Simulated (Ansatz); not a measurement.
1T (CdI2-type) CdI₂: PBE at its full settings (plane-wave cutoff 520 eV, 12×12×6 k mesh (along the axes of the cell as run), Fermi–Dirac smearing 0.01 eV, scalar-relativistic PAW data made under PBE) and at cheaper ones, in a cell of 3 atoms with Γ-centred meshes.

```json
[
 {"level and setting": "PBE (Ansatz)", "lattice constant a (Å)": "4.330", "lattice parameter c (Å)": "7.723"},
 {"level and setting": "PBE (2×2×2 k mesh) (Ansatz)", "lattice constant a (Å)": "4.662", "lattice parameter c (Å)": "5.799"},
 {"level and setting": "PBE (4×4×4 k mesh) (Ansatz)", "lattice constant a (Å)": "4.345", "lattice parameter c (Å)": "7.693"},
 {"level and setting": "PBE (6×6×6 k mesh) (Ansatz)", "lattice constant a (Å)": "4.331", "lattice parameter c (Å)": "7.721"},
 {"level and setting": "PBE (Fermi-Dirac smearing of 0.3 eV) (Ansatz)", "lattice constant a (Å)": "4.332", "lattice parameter c (Å)": "7.713"}
]
```

Largest shifts from the full settings: lattice constant a +7.67 % (PBE (2×2×2 k mesh)), against a difference of +2.03 % of the full result from the reference 4.244 Å (measured, temperature not stated, no zero-point or thermal correction; as tabulated in de Haan, NBS Special Publication (1969), 233, by the Crystallography Open …); lattice parameter c -25 % (PBE (2×2×2 k mesh)), against a difference of +12.6 % of the full result from the reference 6.859 Å (measured, temperature not stated, no zero-point or thermal correction; as tabulated in de Haan, NBS Special Publication (1969), 233, by the Crystallography Open …).

Caveats: the cell comes from a level without a dispersion term, which matters for the spacing of layers, chains or molecules (PBE, PBE (2×2×2 k mesh), PBE (4×4×4 k mesh), PBE (6×6×6 k mesh), PBE (Fermi-Dirac smearing of 0.3 eV)). Ansatz's density-functional and Hartree–Fock values are scalar-relativistic unless marked +SOC, with PAW data made under PBE.

Run with cheap settings on purpose, which may leave them unconverged: PBE (2×2×2 k mesh), PBE (4×4×4 k mesh), PBE (6×6×6 k mesh), PBE (Fermi-Dirac smearing of 0.3 eV).

Ansatz is a quantum-chemistry and plane-wave program.
